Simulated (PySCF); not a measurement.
# One shape, several levels: C3H5F (allyl fluoride)

Aim: a comparison of 6 runs (HF/3-21G, B3LYP/def2-SVP, M06-L/def2-SVP, revPBE/def2-SVP, wB97M-V/def2-SVP, wB97X/def2-SVP) of C3H5F (allyl fluoride). The job is set up through a Python script.

Program for the calculation: PySCF 2.14.0.

3 further runs of the same task are left out: 3 set aside as unsound or not needed.

## Step 1: The system as given

C3H5F: 9 atoms, total charge 0, spin state singlet. As SMILES, `C=CCF`. The coordinates come from a PBE0-D4/def2-TZVP relaxation. This is one conformer, not always the lowest.

Bond lengths: C1–C2 1.324 Å, C2–C3 1.486 Å, C3–F4 1.387 Å, C1–H5 1.084 Å, C1–H6 1.086 Å, C2–H7 1.087 Å, C3–H8 1.096 Å, C3–H9 1.094 Å. Some angles: C1–C2–C3 123.6°, C2–C3–F4 110.3°, C1–C2–H7 120.6°, C3–C2–H7 115.9°, C2–C1–H5 121.7°, C2–C1–H6 121.3°, C2–C3–H8 111.1°, C2–C3–H9 111.2°, F4–C3–H8 106.9°, F4–C3–H9 108.2°.

## Step 2: A single-point energy at HF/3-21G (run 1)

calc.py

```python
# C=CCF
from pyscf import gto, scf

molecule = gto.M(
    atom=[
    ('C', (-0.578000, 1.122500, -0.608000)),
    ('C', (0.352500, 0.215400, -0.353400)),
    ('C', (0.200500, -0.852800, 0.668500)),
    ('F', (0.430500, -2.098200, 0.102300)),
    ('H', (-0.422500, 1.909200, -1.336700)),
    ('H', (-1.531700, 1.114000, -0.089100)),
    ('H', (1.299800, 0.230700, -0.886500)),
    ('H', (0.929800, -0.730800, 1.477200)),
    ('H', (-0.806800, -0.852300, 1.094700)),
],
    basis='3-21g',
    spin=0,
    max_memory=1860,
    verbose=3,
)

calc0 = scf.RHF(molecule)
calc0.conv_tol = 1e-10
calc0.kernel()
if not calc0.converged:
    calc0 = calc0.newton().run(calc0.mo_coeff, calc0.mo_occ)

energy = calc0.e_tot
print('E(%s) = %.9f' % ('HF', energy))
```

Run with:

```sh
$ OMP_NUM_THREADS=1 python calc.py
```

The program printed:

```text
converged SCF energy = -214.734365981019
E(HF) = -214.734365981
```

Wall time 0.77 s (1 thread of Arm Neoverse V1, shared host); peak memory 0.1 GiB.

## Step 3: A single-point energy at B3LYP/def2-SVP (run 2)

run.py

```python
# C=CCF
from pyscf import gto, dft

molecule = gto.M(
    atom='''
C     -0.578000     1.122500    -0.608000
C      0.352500     0.215400    -0.353400
C      0.200500    -0.852800     0.668500
F      0.430500    -2.098200     0.102300
H     -0.422500     1.909200    -1.336700
H     -1.531700     1.114000    -0.089100
H      1.299800     0.230700    -0.886500
H      0.929800    -0.730800     1.477200
H     -0.806800    -0.852300     1.094700
''',
    basis='def2-svp',
    verbose=3,
    max_memory=1860,
    charge=0,
)

mf = dft.RKS(molecule)
mf.xc = 'b3lyp'
mf.grids.level = 5
mf.conv_tol = 1e-10
mf.kernel()
if not mf.converged:
    mf = mf.newton().run(mf.mo_coeff, mf.mo_occ)

energy = mf.e_tot
print('E(%s) = %.9f' % ('B3LYP', energy))
```

Run with:

```sh
$ OMP_NUM_THREADS=1 python run.py
```

The program printed:

```text
converged SCF energy = -216.972144097693
E(B3LYP) = -216.972144098
```

Wall time 17 s (1 thread of Arm Neoverse V1, shared host); peak memory 0.4 GiB.

Runs 3 to 4 aren't shown in full; the table further down has their settings and results.

## Step 4: A single-point energy at wB97M-V/def2-SVP (run 5)

run.py

```python
from pyscf import gto, dft

mol = gto.M(
    atom='''
C   -0.578000   1.122500  -0.608000
C    0.352500   0.215400  -0.353400
C    0.200500  -0.852800   0.668500
F    0.430500  -2.098200   0.102300
H   -0.422500   1.909200  -1.336700
H   -1.531700   1.114000  -0.089100
H    1.299800   0.230700  -0.886500
H    0.929800  -0.730800   1.477200
H   -0.806800  -0.852300   1.094700
''',
    basis='def2-svp',
    max_memory=1860,
    spin=0,
    verbose=4,
)

mf = dft.RKS(mol)
mf.xc = 'wb97m-v'
mf.nlcgrids.level = 1
mf.conv_tol = 1e-10
mf.grids.level = 5
mf.kernel()
if not mf.converged:
    mf = mf.newton().run(mf.mo_coeff, mf.mo_occ)

e_final = mf.e_tot
print(f'total energy: {e_final:.8f} hartree')
```

Run with:

```sh
$ OMP_NUM_THREADS=1 python run.py
```

The program printed:

```text
PySCF version 2.14.0

[... 89 lines left out ...]
converged SCF energy = -216.874236390255
total energy: -216.87423639 hartree
```

Wall time 91 s (1 thread of Arm Neoverse V1, shared host); peak memory 0.45 GiB.

## Step 5: A single-point energy at wB97X/def2-SVP (run 6)

input.py

```python
from pyscf import gto, dft

system = gto.M(
    atom=[
    ('C', (-0.578000, 1.122500, -0.608000)),
    ('C', (0.352500, 0.215400, -0.353400)),
    ('C', (0.200500, -0.852800, 0.668500)),
    ('F', (0.430500, -2.098200, 0.102300)),
    ('H', (-0.422500, 1.909200, -1.336700)),
    ('H', (-1.531700, 1.114000, -0.089100)),
    ('H', (1.299800, 0.230700, -0.886500)),
    ('H', (0.929800, -0.730800, 1.477200)),
    ('H', (-0.806800, -0.852300, 1.094700)),
],
    max_memory=1860,
    verbose=3,
    spin=0,
    basis='def2-svp',
)

mf = dft.RKS(system)
mf.xc = 'wb97x'
mf.conv_tol = 1e-10
mf.grids.level = 5
mf.kernel()
if not mf.converged:
    mf = mf.newton().run(mf.mo_coeff, mf.mo_occ)

energy = mf.e_tot
print('E(%s) = %.9f' % ('WB97X', energy))
```

Run with:

```sh
$ OMP_NUM_THREADS=1 python input.py
```

The program printed:

```text
converged SCF energy = -216.914050830497
E(WB97X) = -216.914050830
```

It took 21 s on 1 thread of Arm Neoverse V1, shared host; peak memory 0.41 GiB.

## Step 6: All runs side by side

```
run             level  integration grid  nlc grid  energy (Eh)  dipole moment (D)  HOMO energy (eV)  LUMO energy (eV)  wall time
  1          HF/3-21G                 –         –  -214.734366               2.29            -10.52              4.43     0.77 s
  2    B3LYP/def2-SVP                 5         –  -216.972144               1.77             -7.70             -0.21       17 s
  3    M06-L/def2-SVP                 5         –  -216.936547               1.75             -6.98             -0.87       36 s
  4   revPBE/def2-SVP                 5         –  -216.900311               1.61             -6.68             -0.99       17 s
  5  wB97M-V/def2-SVP                 5         1  -216.874236               1.80            -10.25              2.25       91 s
  6    wB97X/def2-SVP                 5         –  -216.914051               1.84            -10.38              2.30       21 s
```

## Step 7: Results

| quantity | value |
| --- | --- |
| run 6: total energy | -216.91405 Eh |
| run 6: dipole moment | 1.84 D |
| run 6: HOMO energy | -10.38 eV |
| run 6: LUMO energy | 2.30 eV |
| run 6: HOMO–LUMO gap | 12.68 eV |

**Reading.** The dipole moment (its size) runs from 1.61 D (revPBE/def2-SVP) to 2.29 D (HF/3-21G). The two ends differ in method and basis. The HOMO–LUMO gap runs from 5.69 eV (revPBE/def2-SVP) to 14.95 eV (HF/3-21G). Totals of different functionals can't be ranked against each other. All runs together took 3 min, the longest 91 s.
